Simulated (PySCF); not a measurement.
# Potential energy of BP along the bond

Set-up: B x2c-TZVPPall, P x2c-TZVPPall; spin-free X2C with a Gaussian nucleus (PySCF 2.14). Energies in eV from B + P in their ground configurations at the same level. State: ³Π (triplet), unpaired electrons σ ↑, π ↑.

Curves on a restricted Hartree–Fock reference rise too fast on stretching and do not dissociate correctly.

```
R (Å)  ROHF-MP2  ROHF-CCSD
1.497    -1.932           
1.567    -2.646     -2.292
1.637    -3.049     -2.690
1.689    -3.197     -2.835
1.741    -3.244     -2.879
1.793    -3.212     -2.845
1.863    -3.077     -2.711
1.950    -2.802     -2.449
2.054    -2.377     -2.065
2.194    -1.731
```

**Question.** Put a parabola through the three lowest points of the ROHF-MP2 curve and estimate Re, k and ωe (reduced mass 8.122 u; 1 eV/Å² = 0.16022 mdyn/Å; ωe = 1302.8·√(k/μ) cm⁻¹).

**Answer.** Through R = 1.689, 1.741, 1.793 Å the second-order coefficient is 14.6 eV/Å², so Re ≈ 1.746 Å, k ≈ 4.68 mdyn/Å and ωe ≈ 989 cm⁻¹. A polynomial fit of higher order to the unrounded ROHF-MP2 energies gives Re = 1.744 Å, k = 4.56 mdyn/Å, ωe = 976 cm⁻¹; anharmonicity and rounding make the difference.

The higher-order fit for each curve: ROHF-MP2: Re = 1.744 Å, ωe = 976 cm⁻¹, De = 3.24 eV; ROHF-CCSD: Re = 1.742 Å, ωe = 973 cm⁻¹, De = 2.88 eV.

Correlated steps freeze 6 core orbitals. The state was picked by a PBE0 search and need not be the measured ground state.
